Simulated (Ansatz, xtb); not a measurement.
## Isomers of C4H3OS− in order of energy

4 gas-phase structures of C4H3OS−, from a drawn sample of its isomers (lower ones may exist). Each was relaxed with GFN2-xTB:

A. `O=C([S-])C1C=C1`, a singlet
B. `C=C1OC=C1[S-]`, a singlet
C. `C#CCC(=O)[S-]`, a singlet
D. `O=C1CC=C1[S-]`, a singlet

**Question.** Which do you expect lowest at r2SCAN-D4/def2-SVPD//GFN2-xTB, and how would the others follow?

**Answer.** Calculated order at r2SCAN-D4/def2-SVPD//GFN2-xTB: D (0.0), C (10.5), A (26.4), B (30.6) kcal/mol.

Energies above the lowest of each column, in kcal/mol; the last columns are at r2SCAN-D4/def2-SVPD geometries and were run for some of them only (a dash: not run or not comparable):

| structure | GFN2-xTB | HF/STO-3G | r2SCAN-D4/def2-SVPD//GFN2-xTB | r2SCAN-D4/def2-SVPD | CCSD(T)/def2-SVPD + ΔMP2/def2-TZVPPD |
| --- | --- | --- | --- | --- | --- |
| D | 0.0 | 0.0 | 0.0 | 0.0 | 0.0 |
| C | 3.2 | 20.7 | 10.5 | 10.1 | 5.6 |
| A | 22.2 | 52.4 | 26.4 | 26.3 | 26.9 |
| B | 17.2 | 19.3 | 30.6 | – | – |

Every level run on D puts it lowest or level with the lowest. Flexible structures stand in one conformer each, not always the lowest. C keeps a small imaginary mode. Frequencies (GFN2-xTB) were run for A, C, D alone. ΔMP2 is the change of the MP2 energy from the smaller to the larger basis.

Over these structures GFN2-xTB departs from r2SCAN-D4/def2-SVPD//GFN2-xTB by 4.1 kcal/mol on average once a common shift is removed. A GFN2-xTB relaxation took about 0.052 s and the r2SCAN-D4/def2-SVPD//GFN2-xTB energy about 1.5 s on a shared host (Ansatz 0.2.0, xtb 6.7.1).
